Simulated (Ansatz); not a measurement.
# Isomers

Structures of CH$_{5}$AlMg, closed shell, relaxed at PBE0-D4/def2-TZVP (vibrations not checked; lower isomers may exist, and structures with a doubtful reference or unclear bonds are left out). Computed with Ansatz 0.2.0 (basis: def2-TZVPP); correlated methods freeze the cores. The outer core shell of Li, Na, Mg and K is correlated. The def2 sets are not built for correlating such inner shells, so the correlated values are less sure here. B3LYP uses VWN-RPA correlation.

Task: Rank them by CCSD(T) energy, lowest first, and give each one's height above the lowest. Links in brackets join atoms within 1.22 times the sum of their covalent radii (1.1 for two metals). (Judge from chemistry; the value comes from the calculation.)
A.
CH₅AlMg ([CH3][Al]1[H][MgH]1)
```
8
angstrom
C -1.0201 0.9026 -0.3327
Al 0.1965 -0.6267 -0.1364
Mg 1.2677 -2.4807 1.2790
H -0.7399 1.7005 0.3631
H -2.0441 0.6069 -0.0812
H -1.0200 1.3136 -1.3442
H -0.0536 -1.0466 1.6206
H 1.9646 -3.7001 2.2340
```
B.
CH₅AlMg ([CH3][Mg][AlH2])
```
8
angstrom
C -1.1052 1.6885 -0.7196
Mg -0.0316 0.0401 -0.0176
Al 1.3867 -2.1215 0.9039
H -1.9692 1.3873 -1.3219
H -0.4880 2.3391 -1.3489
H -1.4872 2.3066 0.1003
H 2.8668 -2.0162 1.5111
H 0.8276 -3.6239 0.8926
```
C.
CH₅AlMg ([CH3][AlH][MgH])
```
8
angstrom
C -1.0339 1.0010 -0.5320
Al 0.7144 0.1766 -0.1649
Mg 1.1218 -2.1539 1.2334
H -1.0574 2.0203 -0.1283
H -1.8895 0.4575 -0.1264
H -1.1781 1.1004 -1.6146
H 1.9466 1.0092 -0.7748
H 1.3760 -3.6111 2.1077
```

Result: The calculation gives: C (0.0 kJ/mol), B (10.5 kJ/mol), A (50.6 kJ/mol). Heights count from the lowest.

Task: Do PBE-D4, r2SCAN-D4, PBE0-D4, B3LYP-D4, wB97M-V, HF, MP2 give the same order? (Judge from chemistry; the calculation decides.)

Result: Computed: All do.

T1 diagnostic: at most 0.011. The restricted Hartree–Fock reference is unstable towards an unrestricted one at one or more of these structures.

For scale, one of the runs: CCSD(T)/def2-TZVPP, 175 basis functions, launched by `ansatz run in.yaml --threads 2 --pin off --events-out ev --progress --plain --max-ram 4352MiB`. The run took 44 s on 2 CPU threads of an Arm Neoverse V1 (shared host), with 1.6 GiB of host memory at its peak.
